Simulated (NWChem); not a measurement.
## Correlation energy of H2P

```xyz
3

P      0.0000     0.0000     0.1196
H      1.0289     0.0000    -0.8970
H     -1.0289     0.0000    -0.8970
```
Charge 0, spin multiplicity 2.

All runs are NWChem calculations. All single points use one geometry, from UPBE/def2-SVP, a minimum by its harmonic frequencies.

Basis set: cc-pVDZ. Each correlation energy counts from its own Hartree-Fock reference.

The correlated methods keep 5 core orbitals frozen. The structure started from a generated list of species. The unpaired electrons of the parent sit in orbitals of symmetry b2 (C2v labels of the run); other states weren't searched. No SCF solution was tested for a lower state. Open-shell Hartree-Fock references start from PBE0 orbitals. No row is a measurement; the coupled-cluster row has its own basis-set and correlation limits.

**Question.** Order these methods by the correlation energy they give, lowest first: CCSD[T] on UHF, CCSD on UHF, SCS-UMP2, CCSD[T] on ROHF, CCSD on ROHF, URI-MP2.

**Answer.** CCSD[T] on ROHF (-141.7 mHa), CCSD on ROHF (-138.6 mHa), CCSD[T] on UHF (-137.1 mHa), CCSD on UHF (-134.2 mHa), SCS-UMP2 (-112.8 mHa), URI-MP2 (-107.8 mHa)
